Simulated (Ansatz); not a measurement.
# Scan of [CH3···H···CH2], triplet

Starting geometry:

```xyz
8

C    -1.3101    0.0000    0.0000
H    -1.6733    1.0273    0.0000
H    -1.6733   -0.5137    0.8897
H    -1.6733   -0.5137   -0.8897
H    -0.2205    0.0000    0.0000
C     1.4389    0.0000    0.0000
H     1.8533    0.0000    0.9962
H     1.8533    0.0000   -0.9962
```

From there H5 is moved from one fragment to the other while all else, the fragments' distance too, stays fixed; atoms are numbered as listed. Energies are in kcal/mol, counted from the starting geometry at the same level.

Basis cc-pVDZ; Ansatz 0.2.0. Correlated methods freeze the noble-gas cores. R marks a restricted (for open shells ROHF) determinant, U an unrestricted one. Active spaces: frontier = (10e, 10o) about the gap.

Runs in a small pair space aren't shown, since their orbitals change along the scan.

Full CI isn't at hand for all of this; UCCSDT(Q) serves as the reference, and is uncertain by about the last step of the cluster series. The frozen core follows each run's orbitals, which can shift R against U totals by a few meV.

```json
{"distance C1-H5 (Å)": "1.090", "CASSCF (frontier space)": "0.0"}
{"distance C1-H5 (Å)": "1.171", "CASSCF (frontier space)": "1.9"}
{"distance C1-H5 (Å)": "1.334", "CASSCF (frontier space)": "9.5"}
{"distance C1-H5 (Å)": "1.496", "CASSCF (frontier space)": "10.8"}
{"distance C1-H5 (Å)": "1.659", "CASSCF (frontier space)": "11.9"}
```

Problem. Estimate the UCCSDT(Q) curve in cc-pVDZ from this one, knowing how CASSCF (frontier space) errs.

Solution. The computed UCCSDT(Q) values, in kcal/mol from the starting point, and the error of CASSCF (frontier space) against them:
```tsv
distance C1-H5 (Å)	UCCSDT(Q)	CASSCF (frontier space) less UCCSDT(Q)
1.090	0.0	0.0
1.171	0.9	1.0
1.334	6.3	3.2
1.496	6.3	4.4
1.659	4.8	7.1
```

The error spans 7.1 kcal/mol and is largest, 7.1 kcal/mol, at 1.659 Å.
